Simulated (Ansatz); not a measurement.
## Low-lying states of N₂

Calculated in Ansatz's Gaussian-basis code. State-averaged CASSCF with equal weights; occupations are averaged over the states; levels count from the state that is lowest in CASSCF. No symmetry is imposed, so a solution can break that of the shape. No proof that the lowest CASSCF solution was found. The average may hold one member of a degenerate pair alone.

Geometry: bond length 1.0978 Å.

Basis cc-pVDZ, nonrelativistic, 2 orbitals frozen in the corrections; active space CAS(10,8). Averaged: 2 singlets.

Q: Give the levels in order.

A: 

```csv
state,CASSCF (eV),SC-NEVPT2 (eV)
singlet,0.000,0.000
singlet,9.920,9.647
```

Occupations: 1.99, 1.96, 1.95, 1.93, 1.52, 0.56, 0.07, 0.02.
